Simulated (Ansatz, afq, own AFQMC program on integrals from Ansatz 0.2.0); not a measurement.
**AlH₃Cl, doublet in cc-pVTZ, levels against AFQMC with the constraint released**

```json
{"atom": "Al", "x (Å)": "-1.8156", "y (Å)": "0.0000", "z (Å)": "0.0000"}
{"atom": "H", "x (Å)": "-2.6086", "y (Å)": "1.3734", "z (Å)": "0.0000"}
{"atom": "H", "x (Å)": "-2.6086", "y (Å)": "-1.3734", "z (Å)": "0.0000"}
{"atom": "H", "x (Å)": "0.0614", "y (Å)": "0.0000", "z (Å)": "0.0000"}
{"atom": "Cl", "x (Å)": "1.5284", "y (Å)": "0.0000", "z (Å)": "0.0000"}
```

Connectivity, by distances: AlH2 ··· Cl, 1 bridging H.

Basis cc-pVTZ. Noble-gas cores (and the filled d shells of Ga–Kr and In–Xe) are frozen. Ansatz 0.2.0 and our own AFQMC program on the same integrals; the CISD trial comes from CCSD amplitudes, and released means the phaseless constraint is let go. Error bars are statistical, one sigma.

Determinant: UHF, the one that the program's search chose, which needn't be the lowest solution. The geometry is a point of a scan.

No full CI on the walks' own integrals is used here. The released AFQMC energy serves as the reference, which it does only where one determinant dominates, the energy is flat over the last release times and near the phaseless one (40 meV or 2 meV an electron, half that with transition metals). On small molecules, where full CI could be run and the noise was under 10 meV, such values lay within 10 meV of it in 19 cases of 20, a flattering rate, since the rule was set on those same cases; what remains of the bias isn't in the error bar.

Cautions: the released value is read at 2.40 1/Eh (meV from the phaseless value at times in 1/Eh: -2 ± 6 at 0.24, -5 ± 5 at 0.51, -10 ± 5 at 0.99, -12 ± 7 at 1.62, 4 ± 9 at 2.40).

```
T1 diagnostic                               : 0.0131
weight of the determinant in the CISD state : 0.863
⟨S²⟩ of the determinant                     : 0.771
size of the correlated space                : 13 electrons in 100 orbitals
```

Reference: AFQMC with the constraint released, correlation energy -9.030 ± 0.009 eV.

| level | E − E(reference) (kcal/mol) | share of correlation (%) |
| --- | --- | --- |
| HF | 208.24 ± 0.22 | 0.00 |
| MP2 | 31.69 ± 0.22 | 84.78 |
| CCSD | 7.46 ± 0.22 | 96.42 |
| CCSD(T) | 0.70 ± 0.22 | 99.66 |
| ph-AFQMC/HF | -0.50 ± 0.88 | 100.24 |
| ph-AFQMC/CISD | -0.09 ± 0.25 | 100.04 |

A walk keeps the symmetry of its determinant, which the program's search chose and which needn't be the lowest solution, so a lower state of the same spin and another symmetry isn't excluded. Released energies are given only where the last usable release times agree within the noise; a slower fall can still hide under it.
